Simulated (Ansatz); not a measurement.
# bcc Pt (model structure)

Method: r²SCAN (plane waves, PAW; Ansatz, an electronic-structure program).

Run with plane-wave cutoff 500 eV, 32×32×32 k mesh, Fermi–Dirac smearing 0.1 eV, scalar-relativistic PAW data made under PBE.

Cell (relaxed at this level):

```
CELL_PARAMETERS angstrom
     -1.57021     1.57021     1.57021
      1.57021    -1.57021     1.57021
      1.57021     1.57021    -1.57021
ATOMIC_POSITIONS crystal
  Pt 0.00000 0.00000 0.00000
```

```json
{
 "band_gap": "zero (no gap)"
}
```

Note: the relaxation could raise the start's symmetry but not lower it, so the cell can be a saddle point.

Spin–orbit coupling is not included.

Static lattice: no zero-point or thermal effects.

Computing time: roughly 120 core-seconds.

A model structure was made by putting elements into a prototype or built by hand; it is no filed structure, need not be a known phase, and can be a saddle point held by its symmetry.
